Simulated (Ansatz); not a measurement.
Question: Name a neutral molecule of C, Cl and H with vertical ionisation energy (CCSD(T)/CBS(def2)) between 10.75 and 11.05 eV and HOMO energy (B3LYP/def2-TZVPP) between -8.20 and -7.90 eV (Ansatz, PBE0-D4/def2-TZVP geometry).

Answer: `CC(C)C(C)Cl` (10.80 eV, -7.92 eV); `CCCCCCl` (10.98 eV, -7.96 eV); `CC(C)CCCl` (10.96 eV, -7.97 eV). Other molecules can fit too; these were computed, each in one conformer that needn't be the lowest.

B3LYP here is the variant with VWN-RPA as its local correlation; programs differ in this.
